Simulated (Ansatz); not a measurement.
Basis-set extrapolation for `C=[N]` radical (PBE0-D4/def2-TZVP geometry, frozen core, Ansatz 0.2.0). Multiplicity 2, UHF reference.

```csv
,cc-pV(T+d)Z,cc-pV(Q+d)Z
HF,-93.465866,-93.472392
MP2 correlation,-0.309595,-0.331553
CCSD(T) correlation,-0.356742,-0.376672
```

Energies in hartree. Use E(X) = E(∞) + A·exp(−5.46·√X) for Hartree–Fock and E(X) = E(∞) + B·X^(−3.05) for correlation, with X = 3 and 4.

Q: What is the CCSD(T) energy at the basis-set limit?

A: HF limit: -93.472392 + (-0.006526) × 0.30130 = -93.47436. Correlation limit: -0.376672 + (-0.019930) × 0.71189 = -0.39086. Total: -93.86522 hartree, 1.16 eV below CCSD(T)/cc-pV(T+d)Z.

The UHF reference is spin-contaminated (⟨S²⟩ = 0.93, T1 = 0.043).
